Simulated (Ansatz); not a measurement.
`C=CC[NH]` radical, relaxed with UKS PBE0-D4/def2-TZVP in Ansatz 0.2.0 from a PBE-D4/def2-SVP geometry. The force threshold is 0.005 eV/Å; the program also tests the step.

The species carries charge 0 and has multiplicity 2.

Start:

```xyz
10

C    -0.779    1.214    0.925
C    -0.683    0.039    0.281
C     0.485   -0.387   -0.569
N     0.847   -1.763   -0.373
H     0.029    1.964    0.888
H    -1.671    1.471    1.518
H    -1.500   -0.701    0.347
H     0.208   -0.249   -1.655
H     1.346    0.321   -0.438
H     1.718   -1.909   -0.925
```

Task: By how much does the energy fall, and how many steps does the optimiser take? (Best estimate.)

Result: Ansatz gave: 0.05 eV, in 10 steps, 1 of them rejected.

Task: Which bonds change most? (Best estimate.)

Result: Computed: C3–H8 from 1.129 to 1.107 Å; C3–H9 from 1.122 to 1.102 Å; C1–C2 from 1.343 to 1.324 Å; C1–H6 from 1.101 to 1.084 Å.

Task: Give the relaxed structure. (Estimate.)

Result: Computed: 
```xyz
10

C    -0.762    1.188    0.926
C    -0.691    0.045    0.261
C     0.468   -0.367   -0.585
N     0.861   -1.723   -0.342
H     0.052    1.907    0.903
H    -1.631    1.450    1.517
H    -1.510   -0.669    0.308
H     0.188   -0.284   -1.653
H     1.305    0.337   -0.460
H     1.720   -1.884   -0.876
```
